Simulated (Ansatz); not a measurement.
Input for Ansatz (development build ahead of 0.2.0):

```yaml
crystal:
  periodic: [false, false, false]
  atoms:
    - { symbol: "N", position_ang: [0.0, 0.0, 0.0] }
    - { symbol: Al, position_ang: [0.69494, 0.92658, 2.00611] }
basis:
  gaussian: { orbitals: STO-3G }
hamiltonian:
  xc: hf
correlation:
  method: fci
  frozen_orbitals: { Al: 5, "N": 1 }
```

The input is written out in the form of the current development build from the run's settings.

The run gave:

| Property | Result |
| --- | --- |
| Converged | yes |
| Total energy | -292.60426 hartree |
| State | lowest singlet root, of any spatial symmetry |
